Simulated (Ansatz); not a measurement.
Total energies of `N=C1C=CS1`.

```xyz
8

N    -1.030    1.404   -0.885
C    -0.447    0.531   -0.215
C     0.652   -0.399   -0.492
C     0.687   -0.992    0.709
S    -0.620   -0.113    1.523
H    -1.771    1.880   -0.376
H     1.231   -0.535   -1.395
H     1.298   -1.777    1.131
```

Total charge 0; spin multiplicity 1. All single points use the PBE0-D4/def2-TZVP geometry. It is one conformer, not always the lowest. Basis def2-TZVPP, Ansatz 0.2.0.

RPA on PBE orbitals: Hartree–Fock energy of these orbitals -567.27639 Eh, correlation -1.33531 Eh (frozen core).

| functional | energy without D4 (Eh) | D4 term (kJ/mol) |
| --- | --- | --- |
| PBE | -568.70333 | -19.1 |
| revPBE | -568.96790 | -62.5 |
| r2SCAN | -568.95387 | -4.4 |
| B97M-V | -568.97501 | – |
| PBE0 | -568.73786 | -15.9 |
| r2SCANh | -568.94083 | -4.7 |
| r2SCAN0 | -568.92257 | -5.2 |
| CAM-B3LYP | -568.99458 | -16.0 |
| B2PLYP | -568.80838 | – |
| PBE-QIDH | -568.61860 | – |

(1) Give the same for LDA (SPW92), BLYP, B3LYP, HSE06 (plane-wave form), BHLYP, LC-ωPBE, ωB97X-V, ωB97M-V. (Estimate.)

B3LYP takes the VWN-RPA correlation (the form of Gaussian; ORCA's B3LYP/G). HSE06 is the plane-wave form, built on full-range PBE exchange. The double hybrids freeze the cores in their second-order part.

## Answers

(1) Ansatz gave: 
```csv
functional,energy without D4 (Eh),D4 term (kJ/mol)
LDA (SPW92),-566.20846,–
BLYP,-569.02256,-43.3
B3LYP,-569.09592,-31.2
HSE06 (plane-wave form),-568.72172,-14.8
BHLYP,-568.96493,-22.9
LC-ωPBE,-568.83309,–
ωB97X-V,-568.96232,–
ωB97M-V,-568.99554,–
```

LC-ωPBE has ω = 0.4 bohr⁻¹.
